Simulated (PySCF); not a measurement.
**The electron affinity along the second row**

All values are computed (PySCF 2.14, energy differences of UHF-based or UKS calculations, no spin-orbit coupling). Values in eV. The last column holds reference values (measured affinities from photodetachment; the arrow runs from anion to atom). Unmarked ones compare directly (S terms, centres of terms, or small fine structure); those marked * lie between the lowest fine-structure levels and include a spin-orbit shift.

```json
{"element": "Li (aug-cc-pCVTZ-DK, spin-free X2C)", "configurations": "[He] 2s2 → [He] 2s1", "UHF": "-0.124", "PBE0": "0.493", "r2SCAN": "0.449", "MP2 (valence and next inner shell)": "0.354", "SCS-MP2 (valence and next inner shell)": "0.448", "CCSD(T) (valence)": "0.615", "reference": "0.618"}
{"element": "B (aug-cc-pCVTZ-DK, spin-free X2C)", "configurations": "[He] 2s2 2p2 → [He] 2s2 2p1", "UHF": "-0.306", "PBE0": "0.469", "r2SCAN": "0.582", "MP2 (valence and next inner shell)": "0.206", "SCS-MP2 (valence and next inner shell)": "0.057", "CCSD(T) (valence)": "0.229", "reference": "0.280"}
{"element": "C (aug-cc-pCVTZ-DK, spin-free X2C)", "configurations": "[He] 2s2 2p3 → [He] 2s2 2p2", "UHF": "0.451", "PBE0": "1.409", "r2SCAN": "1.487", "MP2 (valence and next inner shell)": "1.266", "SCS-MP2 (valence and next inner shell)": "0.973", "CCSD(T) (valence)": "1.217", "reference": "1.262"}
{"element": "O (aug-cc-pCVTZ-DK, spin-free X2C)", "configurations": "[He] 2s2 2p5 → [He] 2s2 2p4", "UHF": "-0.572", "PBE0": "1.380", "r2SCAN": "1.508", "MP2 (valence and next inner shell)": "1.417", "SCS-MP2 (valence and next inner shell)": "1.380", "CCSD(T) (valence)": "1.329", "reference": "1.461"}
{"element": "F (aug-cc-pCVTZ-DK, spin-free X2C)", "configurations": "[Ne] → [He] 2s2 2p5", "UHF": "1.184", "PBE0": "3.234", "r2SCAN": "3.307", "MP2 (valence and next inner shell)": "3.640", "SCS-MP2 (valence and next inner shell)": "3.451", "CCSD(T) (valence)": "3.305", "reference": "3.401"}
```

| method | elements | mean error (eV) | mean absolute error (eV) | largest error (eV) |
| --- | --- | --- | --- | --- |
| UHF | 5 | -1.278 | 1.278 | -2.217 |
| PBE0 | 5 | -0.007 | 0.142 | 0.190 |
| r2SCAN | 5 | 0.062 | 0.167 | 0.302 |
| MP2 (valence and next inner shell) | 5 | -0.028 | 0.125 | -0.264 |
| SCS-MP2 (valence and next inner shell) | 5 | -0.143 | 0.163 | -0.289 |
| CCSD(T) (valence) | 5 | -0.065 | 0.065 | -0.132 |

The highest occupied level of the anion is positive for Li⁻ at PBE0, r2SCAN; B⁻ at PBE0, r2SCAN; C⁻ at PBE0, r2SCAN; O⁻ at PBE0, r2SCAN; F⁻ at r2SCAN, so there the basis helps to hold the electron.

Errors include the incompleteness of the basis and the frozen core.

"Valence" correlates the outer s and p shells and, in groups 3 to 12 and the f block, the outer d or f shell, open or full, or the next shell where the ion has no valence electron left; the wider scheme adds the next inner shell.
